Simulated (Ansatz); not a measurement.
We consider fcc Ni, described by r²SCAN (Ansatz, an electronic-structure program, plane waves, PAW).

Settings: plane-wave cutoff 500 eV, 3×3×3 k mesh, Fermi–Dirac smearing 0.1 eV, cell of 256 sites, scalar-relativistic PAW data made under PBE.

Give the computed vacancy formation energy and vacancy formation energy before relaxation.


vacancy formation energy: 1.52 eV
vacancy formation energy before relaxation: 1.62 eV

Measured, for comparison: vacancy formation energy 1.79 eV (no zero-point or thermal correction, monovacancy; as tabulated in Nandi et al. (2010), arXiv:0904.3859). Computed (rounded) less measured: vacancy formation energy -0.27 eV.

Note: energies are extrapolated to zero smearing, and mesh and cell size move such values by some hundredths of an eV or more.
